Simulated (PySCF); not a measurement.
Computed spin Hamiltonian

Compound: C2H3F2S (doublet state).
SMILES with atom numbers: `[F:1][CH:2][S:3][CH2:4][F:5]` (hydrogens: H6 on C2; H7, H8 on C4)

Structure used (GFN2-xTB), in Å, numbered top down from 1:
```
atom  x, y, z in Å
F1     1.2571    1.3359   -0.4295
C2     1.5338    0.0852   -0.0196
S3     0.3310   -0.7680    0.8628
C4    -1.1651   -0.2754   -0.0784
F5    -1.7419    0.8260    0.4560
H6     2.5535   -0.0430    0.3039
H7    -0.8800   -0.0523   -1.1090
H8    -1.8793   -1.0991   -0.0108
```

The hyperfine couplings belong to this conformer and change with its torsions.

The calculation used UKS B3LYP, pcH-1 on C F H S, non-relativistic, mean-field spin-orbit, GIAO in PySCF 2.14.0. The structure is a single GFN2-xTB conformer in the gas phase; no vibrational or solvent corrections. A GFN2-xTB geometry isn't a minimum of the functional, and hyperfine couplings can be far from their values at a DFT geometry. No stability test was run, so a lower SCF solution isn't excluded.

```json
{
 "g1, g2, g3": "2.00171, 2.00443, 2.00714",
 "g_iso": "2.00443",
 "Form of g": "rhombic: the two nearest values differ by 50 % of g3 − g1",
 "⟨S²⟩": "0.7541 (exact 0.7500)",
 "HOMO–LUMO gap, α and β orbitals": "5.71, 5.93 eV",
 "Total energy": "-675.83096 Eh",
 "Basis functions": "165"
}
```

Hyperfine couplings atom by atom, in MHz; T1 to T3 are the principal values of the dipolar part:

| atom | isotope | a_iso | of which spin–orbit | T1 | T2 | T3 | Mulliken spin population |
| --- | --- | --- | --- | --- | --- | --- | --- |
| F1 | 19F | 234.0 | 2.1 | -247.6 | -216.1 | 463.6 | 0.07 |
| C2 | 13C | 268.2 | 0.3 | -73.6 | -69.8 | 143.4 | 0.81 |
| S3 | 33S | 2.4 | -0.2 | -20.4 | -16.2 | 36.6 | 0.13 |
| C4 | 13C | 10.1 | 0.0 | -3.1 | -2.6 | 5.7 | 0.02 |
| F5 | 19F | 38.7 | 0.1 | -4.2 | -2.7 | 6.9 | 0.00 |
| H6 | 1H | -26.4 | 0.1 | -31.1 | -4.5 | 35.6 | -0.03 |
| H7 | 1H | 1.5 | 0.0 | -4.8 | -2.0 | 6.8 | 0.00 |
| H8 | 1H | 2.7 | 0.0 | -2.4 | -1.8 | 4.1 | 0.00 |

The largest Mulliken spin populations are on C2 (+0.81), S3 (+0.13) and F1 (+0.07). No atom but C2 exceeds +0.15. The angles at C2 add up to 348.4°, so it is slightly pyramidal.

Axes: g2 points within 7° of the C2–S3 bond and g3 points within 15° of the S3–C4 bond.

Under fast tumbling the dipolar parts average out, and these isotropic splittings remain: 1 × 19F (F1, I = 1/2, 2 lines) with 8.34 mT, 1 × 19F (F5, I = 1/2, 2 lines) with 1.38 mT, 1 × 1H (H6, I = 1/2, 2 lines) with 0.94 mT and 2 × 1H (H7/H8, I = 1/2, 3 lines) with 0.08 mT.

Means are taken over nuclei equivalent by connectivity, which assumes that they swap fast.

The 13C coupling of C2 (268.2 MHz) shows only in satellite lines or after enrichment, since that isotope makes up about 1.07 % of natural carbon.
